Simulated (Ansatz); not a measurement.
Basis-set extrapolation for C3H5ClF2 (`CC(F)(F)CCl`) (PBE0-D4/def2-TZVP geometry, frozen core, the Gaussian-basis code of Ansatz). Multiplicity 1, RHF reference.

```json
{"": "HF", "def2-TZVPP": "-775.050333", "def2-QZVPP": "-775.076851"}
{"": "MP2 correlation", "def2-TZVPP": "-1.195262", "def2-QZVPP": "-1.296649"}
{"": "CCSD(T) correlation", "def2-TZVPP": "-1.282878", "def2-QZVPP": "not run"}
```

Energies in hartree. Use E(X) = E(∞) + A·exp(−7.88·√X) for Hartree–Fock and E(X) = E(∞) + B·X^(−2.97) for correlation, with X = 3 and 4, and add CCSD(T) minus MP2 of the smaller set to the MP2 limit.

Task: What is the CCSD(T) energy at the basis-set limit?

Result: HF limit: -775.076851 + (-0.026518) × 0.13774 = -775.08050. MP2 limit: -1.296649 + (-0.101387) × 0.74074 = -1.37175. Higher-order term: -1.282878 − (-1.195262) = -0.08762. Total: -776.53987 hartree, 542.6 kJ/mol below CCSD(T)/def2-TZVPP.
